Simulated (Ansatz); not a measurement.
**C2H6B with multiplicity 2: two geometries relaxed**

Method: UKS B3LYP/STO-3G, in Ansatz 0.2.0.

## Step 1: The system as given

Bond lengths: C1–B2 1.555 Å, B2–C3 1.571 Å, C1–H4 1.056 Å, C1–H5 1.167 Å, B2–H6 1.198 Å, C3–H7 1.066 Å, C3–H8 1.165 Å, C3–H9 1.171 Å. Angles: C1–B2–C3 116.3°, C1–B2–H6 116.3°, C3–B2–H6 117.4°, B2–C1–H4 111.6°, B2–C1–H5 109.0°, H4–C1–H5 106.5°, B2–C3–H7 113.1°, B2–C3–H8 108.6°, B2–C3–H9 108.7°, H7–C3–H8 110.1°, H7–C3–H9 109.9°, H8–C3–H9 106.2°.

As a file:

```xyz
9

C    -0.5310    0.6598   -1.2440
B    -0.0193    0.5602    0.2206
C     0.4626   -0.8572    0.6957
H    -1.2579   -0.0768   -1.4528
H    -1.0532    1.6924   -1.3954
H     0.5707    1.5137    0.6428
H    -0.2414   -1.6292    0.4864
H     1.4811   -1.0943    0.1831
H     0.6769   -0.8151    1.8466
```

## Step 2: Relaxing end A

input.yaml reads:

```yaml
crystal:
  periodic: [false, false, false]
  atoms:
    - { symbol: C, position_ang: [-0.531, 0.6598, -1.244] }
    - { symbol: B, position_ang: [-0.0193, 0.5602, 0.2206] }
    - { symbol: C, position_ang: [0.4626, -0.8572, 0.6957] }
    - { symbol: H, position_ang: [-1.2579, -0.0768, -1.4528] }
    - { symbol: H, position_ang: [-1.0532, 1.6924, -1.3954] }
    - { symbol: H, position_ang: [0.5707, 1.5137, 0.6428] }
    - { symbol: H, position_ang: [-0.2414, -1.6292, 0.4864] }
    - { symbol: H, position_ang: [1.4811, -1.0943, 0.1831] }
    - { symbol: H, position_ang: [0.6769, -0.8151, 1.8466] }
magnetization:
  spin_polarized: true
  initial_magnetization: 1
basis:
  gaussian: { orbitals: STO-3G }
hamiltonian:
  xc: b3lyp
relax:
  f_tol: 0.015
  max_steps: 40
output:
  orbitals: {}
```

The run is started by

```console
$ ansatz run input.yaml --threads 1 --pin off --max-ram 2048MiB --backend cpu --events-out ev --progress --plain --runs-dir out
```

Q: Estimate wall time and peak memory on 1 thread of Arm Neoverse V2, shared host.

About 21 s, with a peak of 0.11 GiB.
